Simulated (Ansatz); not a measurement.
Anatase TiO2 (metastable phase): PBE at its full settings (plane-wave cutoff 520 eV, 12×12×12 k mesh, Fermi–Dirac smearing 0.01 eV, no spin polarisation, scalar-relativistic PAW data made under PBE) and at cheaper ones, in a cell of 6 atoms with Γ-centred meshes.

| level and setting | lattice parameter a (Å) | lattice parameter c (Å) | bulk modulus (GPa) |
|---|---|---|---|
| PBE (Ansatz) | 3.799 | 9.697 | 173 |
| PBE (300 eV cutoff) (Ansatz) | 3.782 | 9.729 | 171 |
| PBE (Γ point alone) (Ansatz) | 3.133 | 21.941 | 2.10 |
| PBE (2×2×2 k mesh) (Ansatz) | 3.679 | 10.379 | 197 |
| PBE (4×4×4 k mesh) (Ansatz) | 3.800 | 9.692 | 172 |
| PBE (6×6×6 k mesh) (Ansatz) | 3.799 | 9.701 | 173 |
| PBE (Fermi-Dirac smearing of 0.3 eV) (Ansatz) | 3.801 | 9.696 | 172 |

Largest shifts from the full settings: lattice constant a -17.5 % (PBE (Γ point alone)), against a difference of +0.40 % of the full result from the reference 3.784 Å (measured, room temperature, not corrected to a static lattice; as tabulated in Horn, Schwerdtfeger, Meagher, Refinement of the structure of anatase at several …); lattice parameter c +126 % (PBE (Γ point alone)), against a difference of +1.92 % of the full result from the reference 9.514 Å (measured, room temperature, not corrected to a static lattice; as tabulated in Horn, Schwerdtfeger, Meagher, Refinement of the structure of anatase at several …); bulk modulus -99 % (PBE (Γ point alone)).

The full settings aren't shown to be converged themselves.

Ansatz's density-functional and Hartree–Fock values are scalar-relativistic unless marked +SOC, with PAW data made under PBE.

Run with cheap settings on purpose, which may leave them unconverged: PBE (2×2×2 k mesh), PBE (300 eV cutoff), PBE (4×4×4 k mesh), PBE (6×6×6 k mesh), PBE (Fermi-Dirac smearing of 0.3 eV), PBE (Γ point alone).

Ansatz is a first-principles code.
